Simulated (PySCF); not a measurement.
BCl3, SMILES ClB(Cl)Cl (connectivity only; charge and spin as stated), charge -1, multiplicity 2.

Geometry optimised at B3LYP-D3(BJ)/def2-SVPD. The spin state was assumed, not searched. The isomer is the one that the SMILES or the coordinates give; other isomers of the formula were not compared.

The numbers are results of B3LYP-D3(BJ)/def2-SVPD run with PySCF, not measurements.

Frequencies are harmonic and unscaled.

Modes within 1.5 cm⁻¹ of each other (mostly degenerate sets) share a row, with their intensities summed.

```csv
mode,ν (cm⁻¹),IR (km/mol),moving atoms (share of kinetic energy)
1–2,212,1.6,Cl 96 %
3,311,0.4,"Cl 85 %, B 15 %"
4,497,0.1,"B 75 %, Cl 25 %"
5–6,661,490.5,"B 85 %, Cl 15 %"
```
